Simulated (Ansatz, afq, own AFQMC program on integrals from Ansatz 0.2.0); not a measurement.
**Where AFQMC and coupled cluster stand for Rh⁺, triplet**

A free Rh cation.

Basis def2-TZVPP with its core potentials. Only valence electrons are correlated. Ansatz 0.2.0 and our own AFQMC program on the same integrals; the CISD trial comes from CCSD amplitudes, and released means the phaseless constraint is let go. Error bars are statistical, one sigma. No spin–orbit coupling. The metal's outer-core s and p shells are frozen, which shifts wave-function levels against functionals.

Determinant: UHF, the one that the program's search chose, which needn't be the lowest solution.

No full CI on the walks' own integrals is used here; CCSDT(Q) serves as the reference and is uncertain by about the last step of the cluster series.

Cautions: no spin-orbit coupling; outer-core shells of the metal frozen.

* T1 diagnostic: 0.0023
* weight of the determinant in the CISD state: 0.951
* ⟨S²⟩ of the determinant: 2.004
* size of the correlated space: 8 electrons in 52 orbitals

Reference: CCSDT(Q), correlation energy -5.851 eV. The released energy is read at 4.20 1/Eh (meV from the phaseless value at times in 1/Eh: -3.1 ± 1.7 at 0.60, -7.5 ± 1.9 at 1.20, -10 ± 3 at 2.00, -12 ± 4 at 3.00, -4 ± 5 at 4.20).

| level | E − E(reference) (kcal/mol) | share of correlation (%) |
| --- | --- | --- |
| HF | 134.92 | 0.00 |
| MP2 | 2.62 | 98.06 |
| CCSD | 4.07 | 96.98 |
| CCSD(T) | 0.11 | 99.92 |
| CCSDT | 0.04 | 99.97 |
| ph-AFQMC/HF | -0.02 ± 0.31 | 100.02 |
| ph-AFQMC/CISD | 0.17 ± 0.04 | 99.87 |
| released AFQMC | 0.09 ± 0.11 | 99.94 |

Released energies are given only where the last usable release times agree within the noise; a slower fall can still hide under it.
